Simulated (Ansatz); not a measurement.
A relaxed structure of AlN. These are PBE (plane waves to 420 eV, PAW, scalar-relativistic; Ansatz, a first-principles code) values and carry that method's errors.

```cif
data_AlN
_chemical_formula_sum 'N1 Al1'
_space_group_name_H-M_alt 'P 1'
_space_group_IT_number 1
_cell_length_a 3.11354
_cell_length_b 3.11354
_cell_length_c 3.11354
_cell_angle_alpha 60.000
_cell_angle_beta 60.000
_cell_angle_gamma 60.000
loop_
_space_group_symop_operation_xyz
  'x, y, z'
loop_
_atom_site_label
_atom_site_type_symbol
_atom_site_fract_x
_atom_site_fract_y
_atom_site_fract_z
_atom_site_occupancy
N1 N 0.75000 0.75000 0.75000 1
Al1 Al 0.00000 0.00000 0.00000 1
```

Task: Find the space group and the Wyckoff positions (tolerance 0.01 Å).

Result: Space group F-43m (No. 216); a = 4.4032 Å, b = 4.4032 Å, c = 4.4032 Å, α = 90.00°, β = 90.00°, γ = 90.00°

```
atom  site  symmetry       x       y       z
----  ----  --------  ------  ------  ------
N       4c      -43m  0.2500  0.2500  0.2500
Al      4a      -43m  0.0000  0.0000  0.0000
```

This is the zinc blende type.

Task: Give the shortest distances between elements (the closest pairs, up to four, under 3.6 Å).

Result: Al–N 1.91 Å; N–N 3.11 Å; Al–Al 3.11 Å.

```yaml
volume_per_atom: 10.67 Å³
band_gap: 3.31 eV, indirect (valence top at Γ, conduction bottom at X) (no spin-orbit coupling)
smallest_direct_gap: 3.98 eV at Γ
```

No spin polarisation in the result.

Measured for AlN: a 4.368 Å (static lattice; corrected from measurement; as listed in Daniel Mejia-Rodriguez, S. B. Trickey, Phys. Rev. B (2018)); gap 5.34 eV (as listed in Daiki Deguchi et al., Japanese Journal of Applied Physics (2016)). Computed minus measured — a: PBE +0.8 %; gap: PBE -2.03 eV. The computed values are for a static lattice, and a measured gap can be an optical one, lowered by exciton binding.

The run could not lose the symmetry of its start; a randomly shaken copy of 2 atoms returns to this structure.

All atoms sit on sites fixed by symmetry, so only the cell could relax.
